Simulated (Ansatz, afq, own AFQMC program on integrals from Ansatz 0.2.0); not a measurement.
**AlBH, doublet in 6-31G, levels against full CI**

```
atom   x (Å)    y (Å)    z (Å)
   B  0.0000  -0.1368   5.0531
  Al  0.0000   0.6681  -1.9961
   H  0.0000  -0.5313  -3.0569
```

Connectivity, by distances: B ··· AlH.

Basis 6-31G. Only valence electrons are correlated. Integrals, coupled cluster, full CI and functionals: Ansatz 0.2.0; the random walks run on the same integrals in our own AFQMC program. The CISD trial takes its coefficients from CCSD amplitudes. Released means that phaseless walkers are propagated on without the constraint, phases kept. Uncertainties: one standard error, sampling alone.

Determinant: UHF, the one that the program's search chose, which needn't be the lowest solution. The geometry is a point of a scan.

Full CI on the same integrals is exact in this basis and with this determinant's frozen core.

Cautions: the determinant is a saddle point among determinants of its kind; the released energies are still falling, so no released level is given (meV from the phaseless value at times in 1/Eh: -2.6 ± 1.6 at 0.24, -4.8 ± 1.3 at 0.51, -8.0 ± 0.9 at 0.99, -10.6 ± 1.0 at 1.62, -13.7 ± 2.0 at 2.40), though the last usable value meets full CI within the noise.

- T1 diagnostic: 0.0363
- weight of the determinant in the CISD state: 0.868
- ⟨S²⟩ of the determinant: 0.794
- size of the correlated space: 7 electrons in 18 orbitals

```
  level  correlation energy (eV)
    MP2                  -1.3855
   CCSD                  -2.3756
CCSD(T)                  -2.3921
```

Question: Estimate where full CI lies against CCSD(T) on the same integrals.

Answer: 0.9 kJ/mol below CCSD(T).

Reference: full CI, correlation energy -2.401 eV.

```json
{"level": "CCSD(T)", "E − E(reference) (kJ/mol)": "0.9", "share of correlation (%)": "99.61"}
{"level": "CCSDT", "E − E(reference) (kJ/mol)": "0.1", "share of correlation (%)": "99.94"}
{"level": "CCSDT(Q)", "E − E(reference) (kJ/mol)": "0.0", "share of correlation (%)": "99.98"}
{"level": "CCSDTQ", "E − E(reference) (kJ/mol)": "0.0", "share of correlation (%)": "100.00"}
{"level": "ph-AFQMC/CISD", "E − E(reference) (kJ/mol)": "1.2 ± 0.1", "share of correlation (%)": "99.48"}
```

CCSDT and higher add their correlation energy to the determinant of the CCSD(T) run, since their own runs factorise the integrals more tightly (a shift of under 2 meV). A walk keeps the symmetry of its determinant, which the program's search chose and which needn't be the lowest solution, so a lower state of the same spin and another symmetry isn't excluded.
